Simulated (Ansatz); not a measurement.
# Worked example: correlation energy of H2B–CH2⁺, singlet

Geometry: that of the H2B–CH2, doublet, kept fixed.

```yaml
atoms:
  - { symbol: B, position_ang: [0.0000, 0.0000, 0.7949] }
  - { symbol: C, position_ang: [0.0000, 0.0000, -0.7284] }
  - { symbol: H, position_ang: [0.0720, 1.0312, 1.3984] }
  - { symbol: H, position_ang: [-0.0720, -1.0312, 1.3984] }
  - { symbol: H, position_ang: [-0.0818, 0.9074, -1.3217] }
  - { symbol: H, position_ang: [0.0818, -0.9074, -1.3217] }
```

Basis cc-pVDZ; Ansatz 0.2.0. Correlated methods freeze the noble-gas cores, which leaves 10 electrons in 46 orbitals. R marks a restricted (for open shells ROHF) determinant.

Full CI isn't at hand for all of this; RCCSDT(Q) serves as the reference, and is uncertain by the last step of the cluster series or more.

RCCSD has a T1 diagnostic of 0.016 and a largest doubles amplitude of 0.05.

Runs differ by some tens of microhartree through their thresholds, so steps under 0.03 kcal/mol mean nothing.

| level | total energy (hartree) |
| --- | --- |
| RHF | -64.478325 |
| RMP2 | -64.652422 |
| RCCSD | -64.691939 |
| RCCSD(T) | -64.695718 |
| RCCSDT | -64.696447 |
| RCCSDT(Q) | -64.696585 |

Task: What is the correlation energy at RCCSDT(Q), and what share of it do RMP2 and RCCSD(T) recover?

Result: E(corr) = -64.696585 − (-64.478325) = -0.218260 hartree = -5.939 eV. RMP2: -0.174097 / -0.218260 = 79.77 %. RCCSD(T): -0.217393 / -0.218260 = 99.60 %.

Task: By how many kcal/mol does RCCSD(T) miss RCCSDT(Q) (1 hartree = 627.509 kcal/mol), and which steps make up the rest?

Result: -64.695718 − (-64.696585) = 0.000867 hartree = 0.54 kcal/mol. Steps: RCCSDT − RCCSD(T) = -0.46, RCCSDT(Q) − RCCSDT = -0.09 kcal/mol. That is within 1 kcal/mol of the reference in this basis, which itself misses far more of the correlation at the basis-set limit.
